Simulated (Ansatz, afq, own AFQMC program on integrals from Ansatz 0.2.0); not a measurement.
Mg2, triplet: AFQMC among the cluster methods

```xyz
2

Mg    0.0000    0.0000    0.0000
Mg    0.0000    0.0000    2.7658
```

Basis cc-pVDZ. Only valence electrons are correlated. Ansatz 0.2.0 and our own AFQMC program on the same integrals; the CISD trial comes from CCSD amplitudes, and released means the phaseless constraint is let go. Free projection: walkers drawn from exp(T), propagated without any constraint. Its projection time is finite, and what remains of the start isn't in its error. Uncertainties: one standard error, sampling alone.

Determinant: ROHF, the one that the program's search chose, which needn't be the lowest solution. The geometry is a PBE0/def2-TZVP stationary point of this or a neighbouring charge and spin state.

Full CI on the same integrals is exact in this basis and with this determinant's frozen core.

Cautions: another spin lies lower (by 1.29 eV); a spin-contaminated unrestricted determinant lies lower (UHF 276 meV lower, ⟨S²⟩ 2.16); the search met a lower determinant of the same kind, perhaps of another symmetry (296 meV lower), and this one is a saddle point; the released energies are still falling, so no released level is given (meV from the phaseless value at times in 1/Eh: -4 ± 5 at 0.24, -7 ± 5 at 0.51, -12 ± 4 at 0.99, -18 ± 5 at 1.62, -29 ± 4 at 2.40), though the last usable value meets full CI within the noise.

- T1 diagnostic: 0.0393
- weight of the determinant in the CISD state: 0.895
- size of the correlated space: 4 electrons in 26 orbitals

| level | correlation energy (eV) |
| --- | --- |
| MP2 | -1.2053 |
| CCSD | -1.6000 |
| CCSD(T) | -1.6735 |

(1) Estimate where free-projection AFQMC lies against CCSD(T) on the same integrals.

(1) 0.68 ± 0.10 kcal/mol below CCSD(T).

Reference: full CI, correlation energy -1.708 eV.

```tsv
level	E − E(reference) (kcal/mol)	share of correlation (%)
CCSD(T)	0.79	97.99
CCSDT	0.09	99.78
CCSDT(Q)	0.02	99.95
ph-AFQMC/CISD	0.75 ± 0.09	98.10
free AFQMC	0.11 ± 0.10	99.71
```

CCSDT and higher add their correlation energy to the determinant of the CCSD(T) run, since their own runs factorise the integrals more tightly (a shift of under 2 meV). Free projections are given only where their last times agree within the noise and don't stop above the reference; a slow remainder of the start can still hide under it. A walk keeps the symmetry of its determinant, which the program's search chose and which needn't be the lowest solution, so a lower state of the same spin and another symmetry isn't excluded.
